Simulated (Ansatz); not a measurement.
Ansatz (a quantum-chemistry and plane-wave program) input (HF/3-21G): The .json file is the Basis Set Exchange's 3-21G.

Ansatz 0.2 input:
```yaml
crystal:
  periodic: [false, false, false]
  atoms:
    - {symbol: C, position_ang: [-0.02124992, -0.16748079, -1.17164925]}
    - {symbol: C, position_ang: [0.00330525, 0.02605028, 0.18224057]}
    - {symbol: N, position_ang: [0.02426867, 0.19127304, 1.33809327]}
    - {symbol: H, position_ang: [0.89159671, -0.26939336, -1.72837180]}
    - {symbol: H, position_ang: [-0.95380942, -0.22093489, -1.70182899]}
basis:
  gaussian:
    orbitals: 3-21G.json
hamiltonian:
  xc: {name: HF}
total_charge: -1
phonons: {temperatures: {t_min: 298.15, t_max: 298.15, t_step: 100}}
```

Problem. Which harmonic wavenumbers does it give?

Solution. 269, 512, 693, 1159, 1166, 1593, 2335, 3288, 3355 cm⁻¹ (unscaled; negative means imaginary).
